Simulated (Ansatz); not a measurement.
# HClO (triplet): from Hartree-Fock to the top rungs at distance Cl1–H2 along a hydrogen transfer = 1.367 Å, cc-pVDZ

How much of the correlation energy of HClO (triplet) does each wave-function method recover here?

Computed with Ansatz 0.2.0, Gaussian basis. Level: cc-pVDZ, core rule «outside noble gas», up to 6 orbitals frozen.

Plan: UHF; CCSD(T) on ROHF; CCSD(T) on UHF; BCCD(T) on ROHF; CISD; CCSDT(Q) on ROHF; CCSDT(Q) on UHF; CASSCF and MRCISD+Q, 4 electrons in 4 orbitals; CASSCF and NEVPT2, 4 electrons in 4 orbitals; CASSCF and MRCISD+Q, 14 electrons in 9 orbitals; CASSCF and NEVPT2, 14 electrons in 9 orbitals.

10 further runs of the same task are left out: 10 that didn't finish.

## (1) The system

The geometry derives from fragments relaxed apart (PBE0/def2-TZVP) and kept rigid, so it is no stationary point. A hydrogen atom is moved between rigid fragments.

3 atoms, charge 0, spin multiplicity 3.

Atoms are counted from 1 here; the program's logs count them from 0.

Bond lengths: Cl1–H2 1.367 Å.

## (2) UHF

in.yaml reads:

```yaml
crystal:
  periodic: [false, false, false]
  atoms:
    - {symbol: Cl, position_ang: [0.000000, 0.000000, -1.418000]}
    - {symbol: H, position_ang: [0.000000, 0.000000, -0.051000]}
    - {symbol: O, position_ang: [0.000000, 0.000000, 1.469000]}
basis:
  gaussian: {orbitals: cc-pVDZ}
magnetization: {spin_polarized: true, initial_magnetization: 2}
hamiltonian: {xc: hf}
output: {orbitals: {seedname: orbitals}}
```

Run with:

```bash
$ ansatz run in.yaml --threads 1 --pin off --events-out ev --progress --plain --max-ram 2393MiB
```

Further steps of the session: CCSD(T) on ROHF; CCSD(T) on UHF; BCCD(T) on ROHF; CISD; CCSDT(Q) on ROHF; CCSDT(Q) on UHF; CASSCF and MRCISD+Q, 4 electrons in 4 orbitals; CASSCF and NEVPT2, 4 electrons in 4 orbitals; CASSCF and MRCISD+Q, 14 electrons in 9 orbitals; CASSCF and NEVPT2, 14 electrons in 9 orbitals.

**Question.** What will the summary of the whole plan be? Wanted: UCCSDT(Q) below the RHF energy; RMP2 from UCCSDT(Q); UMP2 from UCCSDT(Q); RCCSD from UCCSDT(Q); RCCSD(T) from UCCSDT(Q); UCCSD(T) from UCCSDT(Q); RCCSDT(Q) from UCCSDT(Q); NEVPT2 pair from UCCSDT(Q); MRCISD+Q pair from UCCSDT(Q).

As calculated:

```
                         quantity                                                                                    value
   UCCSDT(Q) below the RHF energy                                                                               -8.0353 eV
              RMP2 from UCCSDT(Q)                                                                          +22.36 kcal/mol
              UMP2 from UCCSDT(Q)                                                                          +22.15 kcal/mol
             RCCSD from UCCSDT(Q)                                                                           +3.07 kcal/mol
          RCCSD(T) from UCCSDT(Q)                                                                           +0.57 kcal/mol
          UCCSD(T) from UCCSDT(Q)                                                                           +0.53 kcal/mol
         RCCSDT(Q) from UCCSDT(Q)                                                                           +0.04 kcal/mol
       NEVPT2 pair from UCCSDT(Q)                                                                          +22.98 kcal/mol
     MRCISD+Q pair from UCCSDT(Q)                                                                           +0.51 kcal/mol
    NEVPT2 valence from UCCSDT(Q)                                                                          +35.22 kcal/mol
levels within 1 kcal/mol (43 meV)  RCCSD(T), UCCSD(T), BCCD(T), RCCSDT, UCCSDT, RCCSDT(Q), MRCISD+Q pair, MRCISD+Q valence
                    T1 diagnostic                                                                                    0.013
   effectively unpaired electrons                                                                                     2.00
```

**Reading.** RCCSD(T) misses by +0.57 kcal/mol, 0.3 % of the correlation energy. One determinant dominates. Of the multireference levels listed MRCISD+Q pair comes nearest in total energy (+0.51 kcal/mol), which doesn't show that its space is the better one. These misses are within one basis, not against nature; the frozen cores of restricted and unrestricted runs differ, which can shift their rows.
